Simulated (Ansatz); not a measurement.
**SiH4: geometry, orbitals and charge**

What does SiH4 look like as a singlet, and where do its frontier electrons sit?

The runs use Ansatz 0.2.0, Gaussian basis; RKS PBE0-D4/def2-TZVP.

Levels to be run: relaxation at PBE0-D4/def2-TZVP; a single point at PBE0-D4/def2-TZVP.

### 1 The starting structure

5 atoms, charge 0, spin multiplicity 1.

Atoms are counted from 1 here; the program's logs count them from 0.

Bond lengths: Si1–H2 1.461 Å, Si1–H3 1.461 Å, Si1–H4 1.461 Å, Si1–H5 1.461 Å. Angles: H2–Si1–H3 109.5°, H2–Si1–H4 109.5°, H2–Si1–H5 109.5°, H3–Si1–H4 109.5°, H3–Si1–H5 109.5°, H4–Si1–H5 109.5°.

Geometry (Å):

```xyz
5
H4Si
Si    0.00006   -0.00004    0.00009
H     0.01130   -0.01943    1.46088
H     1.37345    0.01126   -0.49776
H    -0.69658    1.19670   -0.46572
H    -0.68823   -1.18849   -0.49749
```

The start is a GFN2-xTB geometry.

### 2 Relaxation at PBE0-D4/def2-TZVP

Input file in.yaml:

```yaml
crystal:
  periodic: [false, false, false]
  atoms:
    - {symbol: Si, position_ang: [0.000060, -0.000040, 0.000090]}
    - {symbol: H, position_ang: [0.011300, -0.019430, 1.460880]}
    - {symbol: H, position_ang: [1.373450, 0.011260, -0.497760]}
    - {symbol: H, position_ang: [-0.696580, 1.196700, -0.465720]}
    - {symbol: H, position_ang: [-0.688230, -1.188490, -0.497490]}
basis:
  gaussian: {orbitals: def2-TZVP}
hamiltonian: {xc: pbe0, dispersion: d4}
scf: {omitted_lower_state_checks: [starts]}
output: {orbitals: {seedname: orbitals}}
relax: {f_tol: 0.02, max_steps: 100}
```

The run is started by

```
$ ansatz run in.yaml --threads 4 --pin off --events-out ev --progress --plain --max-ram 3916MiB
```

After this run come: Single point, PBE0-D4/def2-TZVP.

Before running them: what should the planned runs give, taken together? Wanted: point group; commonest bond; HOMO, LUMO at PBE0-D4/def2-TZVP; dipole at PBE0-D4/def2-TZVP.

As calculated:

```
                       quantity                           value
                    point group                              Td
                 commonest bond  H–Si, 4 of mean length 1.485 Å
HOMO, LUMO at PBE0-D4/def2-TZVP                  -9.86, 1.07 eV
    dipole at PBE0-D4/def2-TZVP                          0.00 D
```

What this shows: The molecule keeps its bonding pattern by the stored test; the atoms moved 0.02 Å (rms). No usable vibrations, so a minimum isn't proven.
